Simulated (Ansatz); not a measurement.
C$_{4}$H$_{6}$O, SMILES `CC1=COC1`. The species carries charge 0 and has multiplicity 1. The geometry is a stationary point of PBE0-D4/def2-TZVP.

```xyz
11

C    -0.467    0.769    1.237
C    -0.118    0.089   -0.024
C    -0.547    0.040   -1.286
O     0.367   -0.864   -1.795
C     0.934   -0.902   -0.451
H    -0.724    0.055    2.027
H     0.362    1.378    1.613
H    -1.325    1.429    1.094
H    -1.317    0.470   -1.914
H     0.867   -1.910   -0.037
H     1.970   -0.555   -0.464
```

(1) What is the dipole moment at B3LYP/def2-TZVPP? (Best estimate.)

(2) And with PBE, r2SCAN, ωB97M-V? (Best estimate.)

(3) Give the Mulliken charges with B3LYP, r2SCAN, PBE in def2-TZVPP. (Estimate.)

## Answers

(1) Computed: 1.74 D, with components (-0.13, 0.62, 1.62) D in this frame, pointing from negative to positive charge.

(2) Computed: PBE 1.58 D, r2SCAN 1.67 D, ωB97M-V 1.75 D.

(3) Computed: 
```tsv
atom	B3LYP	r2SCAN	PBE
C1	-0.20	-0.10	-0.20
C2	-0.17	-0.21	-0.14
C3	0.05	0.10	0.00
O4	-0.33	-0.33	-0.25
C5	0.07	0.19	0.05
H6	0.09	0.05	0.09
H7	0.09	0.05	0.09
H8	0.08	0.05	0.09
H9	0.14	0.11	0.11
H10	0.09	0.05	0.08
H11	0.09	0.05	0.08
```

B3LYP here is the variant with VWN-RPA as its local correlation; programs differ in this.
